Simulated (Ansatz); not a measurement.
# SiH5O (doublet): wave-function methods side by side at distance Si1–H5 along a hydrogen transfer = 1.958 Å, cc-pVDZ

The task here is to estimate one member of a computed series from the others.

Program: Ansatz 0.2.0, Gaussian basis. Level of theory: cc-pVDZ, core rule «outside noble gas», up to 6 orbitals frozen. These are calculated values, not measurements.

The runs, in order: UHF; CCSD(T) on ROHF; CCSD(T) on UHF; BCCD(T) on ROHF; CISD; CCSDT(Q) on ROHF; CCSDT(Q) on UHF; CASSCF and MRCISD+Q, 3 electrons in 3 orbitals; CASSCF and NEVPT2, 3 electrons in 3 orbitals.

## The geometry

The geometry derives from fragments relaxed apart (PBE0/def2-TZVP) and kept rigid, so it is no stationary point. A hydrogen atom is moved between rigid fragments.

7 atoms, charge 0, spin multiplicity 2.

Atoms are counted from 1 here; the program's logs count them from 0.

Bond lengths: Si1–H2 1.485 Å, Si1–H3 1.485 Å, Si1–H4 1.485 Å, H5–O6 1.180 Å, O6–H7 0.973 Å. Angles: H2–Si1–H3 109.5°, H2–Si1–H4 109.5°, H3–Si1–H4 109.5°, H5–O6–H7 105.0°.

Set-up of the first run:

in.yaml reads:

```yaml
crystal:
  periodic: [false, false, false]
  atoms:
    - {symbol: Si, position_ang: [-1.101282, 0.019286, 0.000000]}
    - {symbol: H, position_ang: [-1.596154, 1.418994, 0.000000]}
    - {symbol: H, position_ang: [-1.596153, -0.680568, 1.212183]}
    - {symbol: H, position_ang: [-1.596154, -0.680568, -1.212182]}
    - {symbol: H, position_ang: [0.856718, 0.019286, 0.000000]}
    - {symbol: O, position_ang: [2.036718, 0.019286, -0.000001]}
    - {symbol: H, position_ang: [2.288577, -0.920664, -0.000001]}
basis:
  gaussian: {orbitals: cc-pVDZ}
magnetization: {spin_polarized: true, initial_magnetization: 1}
hamiltonian: {xc: hf}
output: {orbitals: {seedname: orbitals}}
```

On the command line:

```sh
$ ansatz run in.yaml --threads 1 --pin off --events-out ev --progress --plain --max-ram 2816MiB --backend cpu
```

Among the steps run: UHF; CCSD(T) on ROHF; CCSD(T) on UHF; BCCD(T) on ROHF; CISD; CCSDT(Q) on ROHF; CCSDT(Q) on UHF; CASSCF and MRCISD+Q, 3 electrons in 3 orbitals; CASSCF and NEVPT2, 3 electrons in 3 orbitals.

One table of the session follows, with a row left open; its other results are not shown here.

It belongs to the step «Misses and costs». 

| method | from UCCSDT(Q) (kJ/mol) |
| --- | --- |
| ROHF | +943.3 |
| UHF | +926.7 |
| RMP2 | +115.1 |
| UMP2 | +122.5 |
| CISD | ? |
| RCCSD | +23.1 |
| UCCSD | +22.6 |
| RCCSD(T) | +4.5 |
| UCCSD(T) | +4.5 |
| BCCD(T) | +4.4 |
| RCCSDT | +2.0 |
| UCCSDT | +2.0 |
| RCCSDT(Q) | 0.0 |
| UCCSDT(Q) | 0 |
| CASSCF pair | +864.5 |
| NEVPT2 pair | +114.4 |
| MRCISD pair | +94.0 |
| MRCISD+Q pair | +14.2 |

Estimate the missing values for CISD.

**Answer.** from UCCSDT(Q) (kJ/mol): +110.1. In the column «from UCCSDT(Q) (kJ/mol)» it lies between MRCISD pair (+94.0) and NEVPT2 pair (+114.4).

To keep in mind: Restricted and unrestricted rows rest on different reference determinants; where their highest levels disagree by more than a few hundredths of an eV, they describe different states and don't form one ladder.
